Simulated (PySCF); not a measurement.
**Chlorine: a sound run and one with changed settings**

Sound run: Cl [Ne] 3s2 3p5, Cl⁺ [Ne] 3s2 3p4. All numbers are calculated (PySCF 2.14, the non-relativistic Hamiltonian (point nucleus), in cc-pV(T+d)Z (5s4p3d1f, 39 functions)). The sound run starts from symmetry-adapted Hartree-Fock orbitals and uses a fine grid where one is needed.

A second run was set up differently.

| species | method | sound run (hartree) | changed run (hartree) | converged |
| --- | --- | --- | --- | --- |
| Cl | UHF | -459.48556 | -459.48556 | yes |
| Cl | M06-L | -460.14668 | -462.48947 | yes |
| Cl | MN15 | -460.04989 | -461.83554 | yes |
| Cl⁺ | UHF | -459.05290 | -459.05290 | yes |
| Cl⁺ | M06-L | -459.67339 | -461.94074 | yes |
| Cl⁺ | MN15 | -459.57017 | -461.36522 | yes |

Ionisation energy of Cl:

```csv
method,sound run (eV),changed run (eV)
UHF,11.773,11.773
M06-L,12.879,14.932
MN15,13.054,12.798
```

(1) What was changed?
A. radial grid too coarse
B. basis contracted for another Hamiltonian
C. level shift left on
D. minimal basis

Results:

(1) A. It used radial step 1.2 in ln r (0.13 in the sound run). A coarse radial grid mis-integrates the density and the exchange-correlation energy, with errors of either sign; Hartree-Fock needs no grid.
